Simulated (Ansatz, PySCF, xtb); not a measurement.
Protons, H atoms and electrons added to or taken from C=N. Isolated molecules, 0 K electronic values unless said otherwise. Strings in code marks are SMILES.

Quantity: bond dissociation enthalpy (X–H) at 298 K, in kcal/mol. HF references are unrestricted for open shells and restricted for singlets. Enthalpy corrections at 298 K come from GFN2-xTB frequencies (xtb).

Level 1: TPSSh-D3(BJ)/def2-TZVP // PBE0-D3(BJ)/def2-TZVP (PySCF)
Level 2: M06-2X/6-31G* // PBE0-D3(BJ)/def2-TZVP (PySCF)
Level 3: PBE/6-31G* // PBE0-D3(BJ)/def2-TZVP (PySCF)
Level 4: HF/cc-pVTZ // PBE0-D3(BJ)/def2-TZVP (Ansatz, an electronic-structure program)

| species | level 1 | level 2 | level 3 | level 4 |
|---|---|---|---|---|
| H atom removed from C1: `[H]/[C]=N\[H]` | 98.6 | 101.5 | 97.2 | 78.2 |
| H atom removed from N2: `C=[N]` | 85.0 | 85.8 | 83.2 | 56.6 |
